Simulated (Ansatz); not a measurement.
C6H8 can be A, `C1=C[C@H]2C[C@H]2C1`, or B, `C1CC2=C1CC2`.

Gas-phase electronic energies from Ansatz, PBE0-D4/def2-TZVP geometries. CBS: MP2 limit from def2 TZ/QZ plus the TZ coupled-cluster correction, frozen cores. DFT in def2-TZVPP. B3LYP here is the variant with VWN-RPA as its local correlation; programs differ in this.

A:

```xyz
14

C     0.811   -0.614    1.127
C     1.178    0.557    0.611
C     0.139    1.109   -0.290
C    -0.151    0.265   -1.503
C    -0.977    0.088   -0.269
C    -0.581   -1.003    0.708
H     1.431   -1.238    1.759
H     2.132    1.043    0.782
H    -0.049    2.176   -0.333
H     0.575   -0.500   -1.759
H    -0.629    0.746   -2.348
H    -2.011    0.406   -0.308
H    -0.611   -2.000    0.254
H    -1.257   -1.034    1.570
```

B:

```xyz
14

C    -0.471   -1.064   -1.253
C    -0.170    0.450   -1.641
C     0.125    0.625   -0.160
C    -0.124   -0.625    0.160
C     0.170   -0.450    1.641
C     0.471    1.064    1.253
H    -1.504   -1.377   -1.430
H     0.199   -1.791   -1.719
H     0.672    0.580   -2.327
H    -1.031    0.994   -2.037
H    -0.672   -0.580    2.327
H     1.031   -0.994    2.038
H    -0.199    1.791    1.719
H     1.504    1.377    1.430
```

(1) Which isomer does CCSD(T)/CBS put lower? Give the gap. (An estimate is asked.)

(2) Give E(B) − E(A) in kcal/mol with r2SCAN-D4, PBE0-D4, B3LYP-D4, B2PLYP, HF/def2-TZVPP, LDA (SPW92), BLYP-D4. (Estimate.)

(3) Does the order hold for the free energy at 298.15 K (harmonic terms from PBE0-D4)? (Estimate.)

Largest T1 diagnostic: 0.010.

Answers

(1) The calculation gave: A, by 54.5 kcal/mol.

(2) Computed: r2SCAN-D4 56.0, PBE0-D4 54.3, B3LYP-D4 54.8, B2PLYP 54.4, HF/def2-TZVPP 58.7, LDA (SPW92) 53.2, BLYP-D4 52.7. None reverses the order clearly.

(3) The calculation gave: Yes: G(B) − G(A) = +53.4 kcal/mol.

From BLYP to BHLYP (50 % exact exchange), in def2-TZVPP and without D4, E(B) − E(A) moves by +5.9 kcal/mol. In def2-TZVPP, CCSD(T) changes the Hartree–Fock value by −4.2 kcal/mol (the triples alone add −0.8 kcal/mol) and MP2 by −3.2 kcal/mol.
